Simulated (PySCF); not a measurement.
## Ionising CCl

UHF-CCSD(T); PySCF, no relativity, basis sets C def2-TZVPPD, Cl def2-TZVPPD. Neutral (UHF): doublet (π ↑), Re = 1.656 Å, ωe = 869 cm⁻¹, De = 4.01 eV.

CCl⁺ (RHF): singlet (closed shell), Re = 1.546 Å, ωe = 1175 cm⁻¹, De = 6.49 eV to C⁺ + Cl. The energies at the minima are -497.59424 hartree for CCl and -497.27449 for CCl⁺.

Problem. Work out the adiabatic ionisation energy, without and with harmonic zero-point energies (1 hartree = 27.2114 eV, 1 eV = 8065.5 cm⁻¹), and the change of the bond length.

Solution. At CCSD(T): 0.31975 hartree = 8.701 eV between the minima; the zero-point term (1175.0 − 869.0)/2 cm⁻¹ = +0.019 eV makes it 8.720 eV. Re changes by -11.0 pm against the neutral. The electron leaves a π orbital, and the shorter bond of the ion fits an antibonding orbital, or a change in how ionic the bond is.

CCl⁻ (UHF): triplet (π ↑↑), Re = 1.889 Å, ωe = 474 cm⁻¹, De = 1.61 eV to C + Cl⁻. The energies at the minima are -497.59424 hartree for CCl and -497.63284 for CCl⁻.

Problem. Work out the adiabatic electron affinity, without and with harmonic zero-point energies (1 hartree = 27.2114 eV, 1 eV = 8065.5 cm⁻¹), and the change of the bond length.

Solution. At UHF-CCSD(T): 0.03860 hartree = 1.050 eV between the minima; the zero-point term (869.0 − 474.0)/2 cm⁻¹ = +0.024 eV makes it 1.075 eV. Re changes by +23.3 pm against the neutral. The electron enters a π orbital, and the ion is left as a loose complex of an ion and an atom.

Correlated steps freeze 6 core orbitals. For an ion De counts to the pair picked by the measured ionisation energies or electron affinities, which need not be the lowest pair at this level. Where the molecule has an RHF reference, its open-shell atoms are computed with UHF. The CCSD T1 diagnostic is raised in CCl⁺, a sign that a single reference may not be enough there. States were picked by a PBE0 search and need not be the measured ground states.

Neutral and ion stand on different kinds of reference determinant, which adds to the error of the difference.
